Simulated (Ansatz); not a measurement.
Ansatz (a program for electronic structure) input (wB97X-V/def2-TZVPD):

Ansatz 0.2 input:
```yaml
crystal:
  periodic: [false, false, false]
  atoms:
    - {symbol: C, position_ang: [-0.00768397, 0.00047609, 0.45577993]}
    - {symbol: H, position_ang: [-0.02591434, 0.00160561, 1.53712694]}
    - {symbol: Cl, position_ang: [0.01488659, 1.69164517, -0.08530085]}
    - {symbol: Cl, position_ang: [1.45955078, -0.85759891, -0.05828251]}
    - {symbol: Cl, position_ang: [-1.47020100, -0.83430874, -0.10769937]}
basis:
  gaussian:
    orbitals: def2-TZVPD
hamiltonian:
  xc: {name: wB97X-V}
output: {forces: true}
```

Output:

```
Functional definition: wB97X-V
integrals: 0.17 GiB planned
1092 factors; their error is unknown
integrals: 0.20 GiB planned
248 factors; integrals over basis functions are off by at most 2.4e-5 eV
mean field: 1.36 GiB planned
mean field evaluation 1: about -38615.7764 eV, gradient 1.8e1 eV
mean field evaluation 2: about -38615.8848 eV, gradient 1.9e1 eV
mean field evaluation 4: about -38616.6389 eV, gradient 5.7e-1 eV
mean field evaluation 8: about -38616.6890 eV, gradient 2.3e-1 eV
mean field evaluation 16: about -38616.6891 eV, gradient 4.7e-5 eV
mean field -38616.68912600 eV, -1419.1371500484 hartree, gradient 4.7e-5 eV, S^2 0.000000; 0 other end points of the search recorded, 0 dependent functions left out
the calculation of the forces begins
reference -38616.68912269 eV, -1419.1371499270 hartree; 29, 29 occupied and 155, 155 virtual orbitals, 1092 factors
Total energy: -38616.68912269 eV, -1419.1371499270 hartree
Atom 0 at    -0.007684     0.000476     0.455780 Å, force     0.005894    -0.000520    -0.364173 eV/Å
Atom 1 at    -0.025914     0.001606     1.537127 Å, force    -0.001801     0.000146     0.110110 eV/Å
Atom 2 at     0.014887     1.691645    -0.085301 Å, force    -0.004680    -0.417093     0.085058 eV/Å
Atom 3 at     1.459551    -0.857599    -0.058283 Å, force    -0.360969     0.211611     0.078394 eV/Å
Atom 4 at    -1.470201    -0.834309    -0.107699 Å, force     0.361556     0.205855     0.090611 eV/Å
Dipole moment:    -0.003865     0.000235     0.228871 e Å
```
